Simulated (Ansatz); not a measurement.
## Worked example: H$_{2}$B–B⁺, quartet against H₂B–B, triplet

Geometry (PBE0/def2-TZVP stationary point of a triplet), kept for both states (H2B–B, triplet: B1; H2B–B⁺, quartet: A2):

```xyz
4

B     0.0000    0.0000    0.6756
B     0.0000    0.0000   -0.9095
H     0.0000    1.0479    1.2540
H     0.0000   -1.0479    1.2540
```

Basis 6-31G; Ansatz 0.2.0. Only valence electrons are correlated (noble-gas cores frozen). R marks a restricted (for open shells ROHF) determinant, U an unrestricted one.

Full CI is exact within this basis and frozen core; it isn't the basis-set limit. The frozen core follows each run's orbitals, which can shift R against U totals by a few meV.

Coupled cluster chose its determinant by trial CCSD, here up to 0.05 eV above the lowest Hartree–Fock solution of its kind, and MP2 stands on that determinant too.

```
   level  E(H2B–B, triplet) (hartree)  E(H2B–B⁺, quartet) (hartree)
    UMP2                   -50.445491                    -49.991093
UCCSD(T)                   -50.473612                    -50.019678
     PBE                   -50.618306                    -50.157133
 wB97M-V                   -50.668436                    -50.202685
 full CI                   -50.474672                    -50.020662
```

Question: Give the vertical gap, H2B–B⁺ quartet less H2B–B triplet, at each level in eV (1 hartree = 27.2114 eV), and each error against full CI.

Answer: full CI: (-50.020662 − (-50.474672)) × 27.2114 = 12.354 eV (the reference)
wB97M-V: (-50.202685 − (-50.668436)) × 27.2114 = 12.674 eV, error 0.320 eV
PBE: (-50.157133 − (-50.618306)) × 27.2114 = 12.549 eV, error 0.195 eV
UCCSD(T): (-50.019678 − (-50.473612)) × 27.2114 = 12.352 eV, error -0.002 eV
UMP2: (-49.991093 − (-50.445491)) × 27.2114 = 12.365 eV, error 0.011 eV

Total energies of functionals can't be set beside those of wave-function methods, since they hold the core's correlation and their own absolute errors; only the differences compare.

The set has no polarisation functions, so the order and spacing of states can differ from the basis-set limit.

In so small a basis the reference is far from its limit while semilocal and hybrid functionals are nearer theirs, so the functionals' errors here hold much of the reference's basis and frozen-core error, which can add to them or hide them.

Each level lands on the state that its own search finds. T1 diagnostics of restricted CCSD: 0.033 and 0.025.
